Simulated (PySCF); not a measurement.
H₃P, SMILES P (connectivity only; charge and spin as stated), charge +1, multiplicity 2.

Geometry: PBE-D3(BJ)/def2-TZVPD. The multiplicity is an assumed one; other spin states were not compared.

Method: TDA-LC-ωPBE/def2-TZVPD (PySCF).

Vertical excitations; the highest root listed may be one member of a degenerate set. Isolated molecule, no solvent.

```
state    energy (eV)  λ (nm)      f                                                                                                                  main pairs
-------  -----------  ------  -----  --------------------------------------------------------------------------------------------------------------------------
root 1          5.78     214  0.002                                                                                                β HOMO→LUMO (degenerate set)
root 2          5.78     214  0.002                                                                                              β HOMO−1→LUMO (degenerate set)
root 3          7.66     162  0.020                                                                                              α HOMO→LUMO+1 (degenerate set)
root 4          7.66     162  0.020                                                                                              α HOMO→LUMO+2 (degenerate set)
root 5          7.79     159  0.003                                                                                                            α HOMO→LUMO 90 %
root 6         10.05     123  0.000             α HOMO−1→LUMO, α HOMO−1→LUMO+2, α HOMO−2→LUMO+1, β HOMO→LUMO+1, β HOMO→LUMO+3, β HOMO−1→LUMO+2 (degenerate set)
root 7         10.05     123  0.000           α HOMO−2→LUMO, α HOMO−1→LUMO+1, α HOMO−2→LUMO+2, β HOMO−1→LUMO+1, β HOMO→LUMO+2, β HOMO−1→LUMO+3 (degenerate set)
root 8         10.28     121  0.004  α HOMO−2→LUMO+2 22 %, α HOMO−1→LUMO+1 22 %, α HOMO→LUMO+3 5 %, β HOMO−1→LUMO+3 16 %, β HOMO→LUMO+2 16 %, β HOMO−2→LUMO 9 %
root 9         10.58     117  0.167                                                                                                          α HOMO→LUMO+3 81 %
root 10        10.68     116  0.000                                        α HOMO−1→LUMO+2 28 %, α HOMO−2→LUMO+1 28 %, β HOMO→LUMO+3 20 %, β HOMO−1→LUMO+2 20 %
```
Unrestricted roots are not spin-pure.
